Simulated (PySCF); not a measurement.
Species: C₂H₅O (doublet state).
Geometry (PBE0-D3(BJ)/def2-SVP, Å), atoms numbered from 1 in this order:
```
atom  x, y, z in Å
C1    -0.7750   -0.1884    0.0954
C2     0.5537    0.4164    0.3569
O3     1.5858    0.1603   -0.4898
H4    -1.4716    0.0294    0.9178
H5    -1.2432    0.1806   -0.8420
H6    -0.7121   -1.2892    0.0059
H7     0.6399    1.4054    0.8154
H8     1.4407   -0.6957   -0.9087
```

The hyperfine couplings belong to this conformer and change with its torsions.

The species is `C[CH]O` [radical].

Theory: PySCF 2.14.0, UKS B3LYP, IGLO-III on C O, pcH-1 on H, non-relativistic, mean-field spin-orbit, GIAO. Geometry: PBE0-D3(BJ)/def2-SVP, one conformer, isolated molecule. Stability of the SCF solution: not tested.

Task: Predict the first-order ENDOR lines of H4/H5/H6, H7 and H8 under fast tumbling at B = 1218.8 mT (Q band).

Result: ν± = |νn ± a/2|, one line for each electron-spin manifold; νn = |g_N| × 7.62259 MHz/T × B.

```csv
nuclei,isotope,g_N,νn (MHz),a_iso (MHz),lower line (MHz),upper line (MHz)
H4/H5/H6,1H,5.5857,51.89,64.56,19.61,84.18
H7,1H,5.5857,51.89,-39.68,32.05,71.73
H8,1H,5.5857,51.89,-7.77,48.01,55.78
```

Task: Which pairs are centred on the nuclear Larmor frequency, and which on half the coupling?

Result: Centred on νn, since |a| < 2νn: H4/H5/H6, H7 and H8. No pair has |a| > 2νn.

Task: At what field would the lower line of H4/H5/H6 fall to zero frequency?

Result: Where νn = |a|/2, that is B = 32.28 MHz/(5.5857 × 7.62259 MHz/T) = 758 mT, as far as first order holds there.

Means are taken over nuclei equivalent by connectivity, which assumes that they swap fast. The three 1H nuclei of mean +64.6 MHz run from 8.3 to 131.5 MHz in the frozen geometry.
